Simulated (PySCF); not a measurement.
# Ionisation of oxetane

System: oxetane, `C1COC1` (C3H6O). Non-hydrogen atoms are numbered in `[CH2:1]1[CH2:2][O:3][CH2:4]1`. These are map numbers, not IUPAC locants.

Level of theory: ωB97X-D3(BJ)/ma-def2-TZVP single points in PySCF, grid level 2; every species was optimised with PBE0-D3(BJ)/def2-SVP. Zero-point and thermal terms (298.15 K, 1 bar) come from unscaled PBE0-D3(BJ)/def2-SVP harmonic frequencies, with soft modes damped to free rotors in the entropy.

Frontier levels of the parent: HOMO -9.71 eV, LUMO 1.30 eV.

Oxidation to the radical cation:
| Quantity | Value |
| --- | --- |
| Vertical ionisation energy (electronic) | 9.76 eV |
| Adiabatic ionisation energy (with zero-point energy) | 9.55 eV |
| Adiabatic, electronic part | 9.67 eV |
| Vertical gap at the product's structure | 9.51 eV |
| Inner reorganisation energy (four-point) | 247 meV |
| Relaxation of product / of parent | 92 / 156 meV |
| ⟨S²⟩ of the product | 0.755 |
| Largest spin populations | O3 0.71 |
| Largest changes of atomic charge | O3 0.44, H (on C2) 0.11, H (on C4) 0.11, H (on C2) 0.11 |
| Distances that move most (Å) | C1–C4 1.534 → 1.518; C1–C2 1.534 → 1.518; C2–H 1.105 → 1.114; C4–H 1.105 → 1.114 |
| Potential in acetonitrile | 7.00 V absolute, 2.46 V against Fc+/Fc computed at 4.54 V (solvation -14 → -259 kJ/mol) |

Solvents are IEF-PCM continua (electrostatics only, gas-phase structures); absolute potentials refer to an electron at rest in vacuum. Fc+/Fc in acetonitrile, 4.54 V, is ωB97X-D3(BJ)/ma-def2-TZVP on PBE0-D3(BJ)/def2-SVP structures with GFN2-xTB thermal terms. Benchmark calculations put it near 5.0 V in acetonitrile and DMSO, so it is about 0.5 V low, and the value against it can read up to that much too high.

Measured values (NIST Chemistry WebBook, evaluated or the median of agreeing entries): vertical ionisation energy 9.68 eV (computed 9.76, difference 0.08); adiabatic ionisation energy 9.65 eV (computed 9.55, difference -0.10).

Structures, frequencies and single points took 5.1 min of wall time on 1 thread of Arm Neoverse V1 (shared host), launched as `OMP_NUM_THREADS=1 python redox_run.py task.json out`.
